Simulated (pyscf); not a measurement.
**Routes from HN=Nb(Cl)(Cl)–Cl + water (H₂O)**

Candidate steps break at most two bonds and form at most two. Each was searched with GFN2-xTB (tblite) first. Single points on ωB97X-D3(BJ)/def2-SVP structures (PySCF, gas phase). Energies: ωB97M-D3(BJ)/def2-TZVP, kcal/mol, from the separated reactants, singlet surface; ΔG‡ with ideal gas, 1 atm, RRHO with modes under 100 cm⁻¹ raised to 100, one conformer, R ln 2 for chiral ones without a mode under 150 cm⁻¹.

| products | type | ΔE‡ | ΔE | ΔG‡ 298 K | ΔG‡ 900 K | ν‡ (cm⁻¹) |
|---|---|---|---|---|---|---|
| HN=Nb(OH)(Cl)–Cl + HCl | four-centre exchange | 7.7 | +3.0 | 15.9 | 36.8 | 814i |
| H₂N–Nb(OH)(Cl)(Cl)–Cl | addition across a multiple bond or ene-type step | 14.6 | -20.5 | 23.4 | 44.6 | 1695i |

Row 1: On the reactant side the descent ends in an adduct with a Nb–O contact (not fully relaxed), 1.5 kcal/mol under the separated species and 8.7 kcal/mol under the saddle at ωB97X-D3(BJ)/def2-TZVP. On the product side the descent ends in a complex, 5.9 kcal/mol under the separated species and 7.2 kcal/mol under the saddle at ωB97X-D3(BJ)/def2-TZVP. Row 2: On the reactant side the descent ends in an adduct with a Nb–O contact, 15.3 kcal/mol under the separated species and 28.2 kcal/mol under the saddle at ωB97X-D3(BJ)/def2-TZVP. 

Plain bond fissions and candidates not yet searched are not listed, and one of them may be faster. Each barrier is that of the saddle found; lower ones may exist. Elements past Kr carry the def2 core potentials, without spin-orbit coupling.
